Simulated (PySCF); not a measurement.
A structure optimised at PBE0-D3(BJ)/def2-TZVP, used in a PySCF frequency run:

```xyz
5

C     -0.0338    -0.6209     0.0000
O      0.1304     0.6081     0.0000
H      0.8765    -1.2227     0.0000
H     -1.0307    -1.0698     0.0000
H     -0.6863     1.1528     0.0000
```
Charge +1, spin multiplicity 1.

Q: Write its SMILES, formula and point group.

A: C=[OH+], CH3O, Cs

Q: What are its rotational constants (standard atomic weights)?

A: 199.01, 34.733, 29.572 GHz
